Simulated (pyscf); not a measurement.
7 gas-phase steps of one pattern: four-centre exchange on the singlet surface, Cl–H + Mo–O or Cl–H + Nb–O or Cl–H + Nb–S or Cl–H + S–Ta or F–H + Nb–S or F–H + O–W broken and Cl–Mo + H–O or Cl–Nb + H–O or Cl–Nb + H–S or Cl–Ta + H–S or F–Nb + H–S or F–W + H–O formed. Optimised with ωB97X-D3(BJ)/def2-SVP in PySCF. Electronic energies in kJ/mol, between the relaxed ends of the descent from the saddle (adducts or complexes of the species named), with the reactant end as zero; ΔE‡ and ΔE at ωB97X-D3(BJ)/def2-TZVP. Rows were drawn at random from the steps of this pattern with a verified saddle, stable references and a bound adduct at one end at least.

| row | step | ΔE | ΔE‡ |
|---|---|---|---|
| 1 | HF + F–Nb(F)(F)(F)–SH → F–Nb(F)(F)(F)–F + H₂S | -81.7 | 16.7 |
| 2 | HCl + HS–Ta(Cl)(Cl)(Cl)–Cl -> Cl–Ta(Cl)(Cl)(Cl)–Cl + H₂S | -75.6 | 13.0 |
| 3 | HO–Nb(OH)(Cl)(Cl)–Cl + HCl → HO–Nb(Cl)(Cl)(Cl)–Cl + H₂O | -69.6 | 20.1 |
| 4 | HCl + HS–Nb(Cl)(Cl)(Cl)–Cl -> Cl–Nb(Cl)(Cl)(Cl)–Cl + H₂S | -65.6 | 17.4 |
| 5 | H₂N–Nb(OH)(Cl)(Cl)–Cl + HCl → H₂N–Nb(Cl)(Cl)(Cl)–Cl + H₂O | -57.8 | 20.4 |
| 6 | O=W(=O)(OH)–F + HF -> O=W(=O)(F)–F + H₂O | -56.6 | 24.6 |
| 7 | O=Mo(=O)(OH)–OH + HCl → O=Mo(=O)(OH)–Cl + H₂O | -54.0 | ? |

Task: From a straight line through the complete rows, estimate the missing barrier and say how far the line can be trusted.

Result: Over the 6 complete rows the means are -67.8 (ΔE) and 18.7 (ΔE‡); least squares gives b = 0.31 and a = 39.7 kJ/mol, with residuals of 2.3 kJ/mol (root mean square; largest 3.3, row 2). For row 7: 39.7 + 0.31 × (-54.0) = 23.0 kJ/mol, an extrapolation. The computed barrier is 32.3 kJ/mol, 9.3 over the line. The scatter is large against the spread of the barriers, so the line says little here. Each barrier is that of the saddle found. Elements past Kr carry the def2 core potentials, without spin-orbit coupling.
